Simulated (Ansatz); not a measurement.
A made-up structure of MgAlNH₄, singlet:

```
7
angstrom
N -1.9462 -0.2112 -1.2566
Mg -0.3628 -0.0394 -0.2340
Al 1.9128 0.2075 1.2350
H -2.7864 0.3410 -1.1622
H -2.1129 -0.8725 -2.0013
H 0.7018 -1.3726 -0.0158
H 3.2003 -0.7199 1.0230
```

It is relaxed with PBE-D4/def2-SVP and then PBE0-D4/def2-TZVP (Ansatz 0.2.0). Atoms count as bonded within 1.22 times the sum of their covalent radii (H–H: 0.88 Å). The end point is not checked to be a true minimum.

Does its bonding change? (A judgement: the text doesn't fix the answer.)

Computed: Yes. Formed: Al3–H6; broken: none.

Where it ends: The first stage lowers the energy by 0.42 eV in 7 steps. It ends as MgAlNH₄ ([NH2][Mg]1[H][AlH]1):
```
7
angstrom
N -2.0343 -0.1961 -1.2471
Mg -0.4078 -0.1386 -0.3030
Al 1.7807 0.0288 1.0264
H -2.7720 0.4909 -1.2102
H -2.3277 -0.9214 -1.8842
H 1.1909 -1.2435 -0.1319
H 3.1768 -0.6871 1.3381
```

Labels in which every atom is bracketed show which atoms are joined, not bond orders.

For scale, one of the runs: PBE0-D4/def2-TZVP relaxation, 124 basis functions, launched by `ansatz run in.yaml --threads 2 --pin off --events-out ev --progress --plain --max-ram 4352MiB`. Hardware: 2 CPU threads of an Intel Xeon, shared host. Wall time about 14 s.
